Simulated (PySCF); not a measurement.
Input of a run (PBE0-D3(BJ)/def2-TZVP geometry optimisation, gas phase (PySCF 2.14.0)), started from GFN2-xTB:
```
{"job": {"xc": "PBE0", "basis": "def2-TZVP", "d3": "d3bj", "grid": 2, "kind": "geom"}, "charge": 0, "multiplicity": 1}
C     -1.876320     0.888928    -0.759860
C     -0.925265     0.619838     0.131946
C      0.223074    -0.195874    -0.163580
C      1.184838    -0.468130     0.733180
C      2.297171    -1.265734     0.423873
N      3.208953    -1.917641     0.175720
H     -2.726819     1.501798    -0.517103
H     -1.832235     0.502806    -1.765133
H     -0.989624     1.018058     1.136628
H      0.295686    -0.599555    -1.165694
H      1.145966    -0.081823     1.744059
```

Output (energies in Eh, forces in Eh/bohr):
```
step   0  E = -248.02981288  max force = 0.010574
step   1  E = -248.03017275  max force = 0.000966
step   2  E = -248.03017334  max force = 0.000397
optimisation converged
```

Q: Summarise the run.

A: The energy falls by 0.23 kcal/mol over 3 energy and gradient evaluations, the largest force component goes from 0.0106 to 4.0e-04 Eh/bohr, and the atoms move by 0.010 Å rms after alignment. The bond that changes most is C4–C5 (alkene CH carbon to nitrile carbon), which lengthens by 0.013 Å. Bonds longer at the end by more than 0.005 Å: 4 of 10; shorter: 0. The energy never rose by more than 1e-6 Eh on the way. The first step brought 100 % of the lowering.

Q: What are the final bond lengths?

A: C1=C2 1.333 Å, C2–C3 1.441 Å, C3=C4 1.341 Å, C4–C5 1.416 Å, C5≡N6 1.153 Å, C1–H7 1.083 Å, C1–H8 1.085 Å, C2–H9 1.087 Å, C3–H10 1.087 Å, C4–H11 1.086 Å. Numbering counts from 1 in the input's order; the species is `C=C/C=C/C#N`.

The run used 216 basis functions and 25 SCF cycles in all.

No PBE0-D3(BJ)/def2-TZVP frequencies stand behind this structure, so it isn't proved a minimum. One conformer, not necessarily the lowest.

Conformer computed: `[CH2:1]=[CH:2]/[CH:3]=[CH:4]/[C:5]#[N:6]`: C1–C2–C3–C4 180°.
